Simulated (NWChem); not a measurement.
System: silicon monoxide (SiO, singlet); SMILES O=[Si]

The following NWChem deck was run.

```
start job
memory heap 200 mb stack 900 mb global 1100 mb
geometry units angstroms noautosym nocenter noautoz
  Si     0.000000     0.000000     0.548651
  O      0.000000     0.000000    -0.960088
end
basis spherical
  * library cc-pvtz
end
dft
  xc pbe0
  iterations 150
end
tddft
  cis
  ecut -63.0
  nroots 6
  notriplet
end
task tddft energy
```

Low-valent species are run as closed-shell singlets; no triplet was tried in these runs. Coordinates come from a PBE0-D3(BJ)/def2-TZVP optimisation.

Core excitations by TDA in a window of 1s orbitals, non-relativistic and unshifted: absolute energies depend strongly on the exact-exchange share.

Task: Predict the main results of this run. (PBE0/cc-pVTZ, restricted-window TDA.) Quantities: first 1s excitation (eV); dipole oscillator strength of the first; first state with f > 0.002 (eV); dipole oscillator strength of that state.

Result: 
| Item | Result |
|---|---|
| first 1s excitation (eV) | 1799.4 |
| dipole oscillator strength of the first | 0.0058 |
| first state with f > 0.002 (eV) | 1799.4 |
| dipole oscillator strength of that state | 0.0058 |
